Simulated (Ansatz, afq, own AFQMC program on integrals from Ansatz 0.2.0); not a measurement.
## BOF, triplet: a scan with AFQMC

```xyz
3

B     0.0000   -0.5511    0.0491
O     0.0000    0.1756    1.2112
F     0.0000    0.1657   -1.0480
```

The B1–O2 distance is changed with both sides rigid. Energies in mEh count from this geometry (1.371 Å) at the same level; the start stands on UHF, each point on the determinant named.

Basis cc-pVDZ. Only valence electrons are correlated. Ansatz 0.2.0 and our own AFQMC program on the same integrals; the CISD trial comes from CCSD amplitudes, and released means the phaseless constraint is let go. Error bars are statistical, one sigma.

Cautions, each for one point or more: lower spins were not checked; unrestricted determinant spin contaminated.

| r(B1–O2) / Å | det. | T1 | weight | ⟨S²⟩ | CCSD(T) | ph-AFQMC/CISD | CCSD | PBE |
| --- | --- | --- | --- | --- | --- | --- | --- | --- |
| 1.090 | UHF | 0.030 | 0.88 | 2.01 | 111.8 | 113.7 ± 1.0 | 111.8 | 99.8 |
| 1.653 | UHF | 0.022 | 0.88 | 2.02 | 25.8 | 25.7 ± 0.9 | 26.9 | 26.5 |
| 2.185 | UHF | 0.033 | 0.84 | 2.20 | 90.7 | 91.2 ± 1.2 | 91.2 | 97.4 |

Weight is that of the determinant in the CISD state; at the start T1 is 0.021 and the weight 0.89, and ⟨S²⟩ is 2.01. Largest departures from phaseless AFQMC with a CISD trial: CCSD(T) -1.9 mEh at 1.090 (on UHF) (within the noise), CCSD -1.9 mEh at 1.090 (on UHF) (within the noise), PBE -13.9 mEh at 1.090. The walk's constraint bias lies outside its error bars, so these are departures and not errors. Functionals count only at points shown to share the start's state and spin. In this small basis the wave-function levels are far from their limit, so their gap to the functionals isn't the functionals' error.

Some points may be missing: those where a free walk finds a much lower state, and past Zn most of those on another determinant than at the start.

A walk keeps the symmetry of its determinant, which the program's search chose and which needn't be the lowest solution, so a lower state of the same spin and another symmetry isn't excluded.
